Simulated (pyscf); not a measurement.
Optimised with ωB97X-D3(BJ)/def2-SVP in PySCF. Correlated levels are frozen-core, on RHF or UHF. ΔMP2 is the change of the MP2 total energy from the triple- to the quadruple-zeta basis.

Estimate by transition-state theory (the high-pressure limit) the rate constant of H₂N–SiH(Cl)–Cl (SMILES N[SiH](Cl)Cl) -> HN=SiH–Cl (SMILES N=[SiH]Cl) + HCl (SMILES Cl) (singlet surface; H–N, Cl–Si broken, Cl–H formed) at 900 K, with CCSD(T)/def2-TZVPP + ΔMP2(QZVPP) energies (ideal gas, 1 atm, RRHO with modes under 100 cm⁻¹ raised to 100, one conformer, R ln 2 for chiral ones without a mode under 150 cm⁻¹; no tunnelling).

The electronic barrier is 78.4 kcal/mol and the thermal terms add -4.1, so ΔG‡ = 74.3 kcal/mol. With k_BT/h = 1.88e+13 s⁻¹ and RT = 1.788 kcal/mol, k = 1.7e-05 s⁻¹. Wigner's tunnelling factor for 433i cm⁻¹ would be 1.02. A shift of 1 kcal/mol in the barrier changes k by a factor 1.7. On the product side the descent ends in a complex, 7.4 kcal/mol under the separated species and 5.1 kcal/mol under the saddle at ωB97X-D3(BJ)/def2-TZVP. At ωB97X-D3(BJ)/def2-TZVP the barrier from the zero used here is 80.4 kcal/mol. The same reactants have a lower exit, to H₂N–Si:–Cl [singlet] + HCl (barrier +69.1 kcal/mol at ωB97M-D3(BJ)/def2-TZVP, against +77.7 kcal/mol here). HN=SiH–Cl lies 26.4 kcal/mol over its isomer H₂N–Si:–Cl [singlet] (electronic energy, ωB97M-D3(BJ)/def2-TZVP). One saddle was located; it need not be the lowest between these sides. The CCSD(T) − MP2 part came from Ansatz, without density fitting, on the same reference.
